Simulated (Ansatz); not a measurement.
`C=CC(F)F` → `F[C]F` + `C=C` at 500 K and 1 bar (formal loss of a carbene).

Computed with Ansatz on PBE0-D4/def2-TZVP structures; ΔE is electronic, products minus reactants. CCSD(T)/CBS adds triple-zeta CCSD(T) − MP2 to the extrapolated MP2 energy (def2 sets, frozen cores). This one scheme is used for every species. Each species was taken in one conformer, which may not be the lowest.

```
   species  CCSD(T)/CBS energy (Eh)  H − E (kJ/mol)  S (J/(mol·K))
`C=CC(F)F`               -316.11853           207.8          351.3
   `F[C]F`               -237.54028            37.4          262.4
     `C=C`                -78.48111           155.1          245.3
```

H − E and S are ideal-gas, rigid-rotor, harmonic terms from PBE0-D4/def2-TZVP, for one conformer and one mirror image of each species. 1 Eh = 2625.50 kJ/mol, R = 8.31446 J/(mol·K).

Task: By hand: ΔE, ΔH, ΔS and ΔG.

Result: ΔE = (-237.54028) + (-78.48111) − (-316.11853) = 0.09714 Eh = 255.0 kJ/mol. Δ(H − E) = 37.4 + 155.1 − 207.8 = -15.3, so ΔH = 239.7 kJ/mol. ΔS = 262.4 + 245.3 − 351.3 = 156.4 J/(mol·K). ΔG = 239.7 − 500 × (156.4)/1000 = 161.5 kJ/mol.

Task: By hand: the equilibrium constant, and the temperature at which ΔG would vanish if ΔH and ΔS stayed fixed.

Result: log₁₀ K = −ΔG/(RT ln 10) = -16.9. ΔG = 0 at ΔH/ΔS = 1533 K.

The number of gas molecules changes by +1, which sets the sign of ΔS. A doubt of 5 kJ/mol in ΔE shifts log₁₀ K by 0.5 here. Other conformers and mirror images would add mixing entropy, several J/(mol·K) or more a flexible species. These are equilibria of isolated gas molecules and say nothing of rates. Largest T1 diagnostic: 0.017 (customary marks: 0.02 for closed shells, 0.045 for open ones).
